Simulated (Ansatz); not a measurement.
# CH2AlO radical (SMILES [CH2]1[O][Al]1): single points off equilibrium

The task here is to estimate one member of a computed series from the others.

Method: single points in def2-TZVPP; program: Ansatz 0.2.0, Gaussian basis.

Correlated methods freeze the cores. Orbitals are unrestricted.

### Where the work starts

SMILES `[CH2]1[O][Al]1`, 5 atoms, charge 0, spin multiplicity 2.

Atoms are counted from 1 here; the program's logs count them from 0.

Bond lengths: C1–O2 1.461 Å, C1–Al3 2.191 Å, C1–H4 1.161 Å, C1–H5 1.027 Å, O2–Al3 1.758 Å. Angles: O2–C1–Al3 53.1°, O2–C1–H4 108.5°, O2–C1–H5 109.2°, Al3–C1–H4 122.3°, Al3–C1–H5 104.0°, H4–C1–H5 132.0°, C1–O2–Al3 85.3°, C1–Al3–O2 41.7°.

As a file:

```xyz
5

C     0.18670    0.42650   -0.23920
O    -0.72610   -0.42080    0.52520
Al    0.49740   -1.66690    0.32700
H    -0.33660    0.72980   -1.23060
H     0.78480    0.95100    0.41110
```

Set-up of the first run:

run/in.yaml reads:

```yaml
crystal:
  periodic: [false, false, false]
  atoms:
    - {symbol: C, position_ang: [0.186700, 0.426500, -0.239200]}
    - {symbol: O, position_ang: [-0.726100, -0.420800, 0.525200]}
    - {symbol: Al, position_ang: [0.497400, -1.666900, 0.327000]}
    - {symbol: H, position_ang: [-0.336600, 0.729800, -1.230600]}
    - {symbol: H, position_ang: [0.784800, 0.951000, 0.411100]}
basis:
  gaussian: {orbitals: def2-TZVPP}
magnetization: {spin_polarized: true, initial_magnetization: 1}
correlation: {method: ccsd_t}
scf: {omitted_lower_state_checks: [cluster_reference]}
output: {forces: true}
```

No record of the launch command was kept for these runs.

Steps of the session up to this table: CCSD(T)/def2-TZVPP; PBE0-D4/def2-TZVPP; wB97M-V/def2-TZVPP; r2SCAN-D4/def2-TZVPP; PBE-D4/def2-TZVPP; BHLYP-D4/def2-TZVPP; revPBE-D4/def2-TZVPP.

One of the session's tables, all rows but one given; the rest of the session is left out.

| method | RMS force component (eV/Å) | angle to CCSD(T) forces (°) | dipole (D) |
| --- | --- | --- | --- |
| CCSD(T) | 1.771 | reference | 1.35 |
| PBE0-D4 | 1.853 | 5.5 | 1.28 |
| wB97M-V | 1.846 | 3.6 | 1.31 |
| r2SCAN-D4 | 1.730 | 5.0 | 1.23 |
| PBE-D4 | 1.719 | 7.2 | 1.16 |
| BHLYP-D4 | ? | ? | ? |
| revPBE-D4 | 1.696 | 8.6 | 1.17 |

Q: Estimate the row for BHLYP-D4 from the others.

**Answer.** RMS force component (eV/Å): 1.916; angle to CCSD(T) forces (°): 9.1; dipole (D): 1.39. In the column «RMS force component (eV/Å)» it is the highest.
